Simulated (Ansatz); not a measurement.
# Lattice constant a of some cubic elemental metals

Method: revPBE in Ansatz (plane waves, PAW). References are measured values corrected to a static lattice. The table is a random draw of 8 from 24 solids with such references.

Values in Å.

```csv
solid,reference,revPBE,error (%)
antiferromagnetic bcc Cr,2.877,2.893,+0.56
fcc Ag,4.062,4.192,+3.20
bcc Rb,5.576¶,5.833,+4.61
bcc Nb,3.294,?,?
fcc Pt,3.913,3.986,+1.87
fcc Sr,6.045¶,6.126,+1.34
bcc Fe,2.853,2.852,-0.04
bcc Cs,6.039¶,6.370,+5.48
```

### Question
Estimate the withheld revPBE value.

### Answer
The errors of the other rows run from -0.04 % to +5.48 %, with a median of +1.87 %; carried to the reference 3.294 it gives 3.356 Å. The run gives 3.324 Å (+0.91 %), -0.95 % from the estimate; the row was drawn at random, and such an estimate is rough. Over these 8 solids the mean error is +2.24 %, the mean absolute error 2.25 % (median 1.60 %), and the worst case bcc Cs at +5.48 %; the value is above the reference in 7 of 8 cases. Over all 24, from unrounded values, the mean error is +1.89 % and the mean absolute error 1.91 % (median 1.37 %).

All these references are brought to a static lattice.

Spin–orbit coupling is left out, also for the solids with elements from indium on (fcc Pt, bcc Cs); its size isn't shown.

¶ marks references of a special kind: bcc Rb, 5.576 Å (measured, low-temperature or extrapolated to 0 K; zero-point anharmonic expansion removed; as tabulated in Csonka et al. (2009), arXiv:0903.4037); fcc Sr, 6.045 Å (measured, low-temperature or extrapolated to 0 K; zero-point anharmonic expansion removed; as tabulated in Csonka et al. (2009), arXiv:0903.4037); bcc Cs, 6.039 Å (measured, low-temperature or extrapolated to 0 K; zero-point anharmonic expansion removed; as tabulated in Csonka et al. (2009), arXiv:0903.4037).

Differences are worked out from the printed values.

Caveats: the cell is over a tenth larger than the published one: the level's own overestimate first of all, though another phase or state, or a fault of the published cell, is possible (bcc Cs); the commensurate order stands in for chromium's spin-density wave, and the size of the moments varies much between levels (antiferromagnetic bcc Cr). Ansatz's density-functional and Hartree–Fock values are scalar-relativistic unless marked +SOC, with PAW data made under PBE.

Ansatz's runs of these crystals have no spin polarisation, but for antiferromagnetic bcc Cr, bcc Fe.

Density-functional runs with spin start from opposed moments for antiferromagnetic bcc Cr, parallel moments for bcc Fe.

Not in this set, of the elemental metals with a reference value in our tables and a result at some level: 19 for a reference at room or unstated temperature; 1 for no value at revPBE (not run, a failed fit, an unstable or unbound cell, or a value held back for tests). These can be a level's best or worst cases. Solids without a released value at any level aren't counted. Layered and molecular crystals are counted apart. The metals Ce to Yb are counted apart.

References as tabulated in Mejia-Rodriguez and Trickey (2018), arXiv:1807.09216; Csonka et al. (2009), arXiv:0903.4037; Levämäki et al. (2014), arXiv:1402.3671.

Ansatz is a quantum-chemistry and plane-wave program.
